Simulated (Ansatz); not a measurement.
A calculation with Ansatz (development build ahead of 0.2.0).

```yaml
crystal:
  periodic: [false, false, false]
  atoms:
    - { symbol: C, position_ang: [0.0, 0.0, -0.75956] }
    - { symbol: C, position_ang: [0.0, 0.0, 0.75956] }
    - { symbol: H, position_ang: [0.0, -1.02396, -1.16511] }
    - { symbol: H, position_ang: [-0.88678, 0.51198, -1.16511] }
    - { symbol: H, position_ang: [0.88678, 0.51198, -1.16511] }
    - { symbol: H, position_ang: [0.0, 1.02396, 1.16511] }
    - { symbol: H, position_ang: [-0.88678, -0.51198, 1.16511] }
    - { symbol: H, position_ang: [0.88678, -0.51198, 1.16511] }
basis:
  gaussian: { orbitals: cc-pVTZ }
hamiltonian:
  xc: hf
correlation:
  method: mp2
  frozen_orbitals: { C: 1, H: 0 }
```

The input is written out in the form of the current development build from the run's settings.

Results

```
Converged                       : yes
Reference energy                : -79.25888 hartree
Correlation energy              : -0.37040 hartree
Total energy                    : -79.62928 hartree
Spin squared of the determinant : 0.000
```
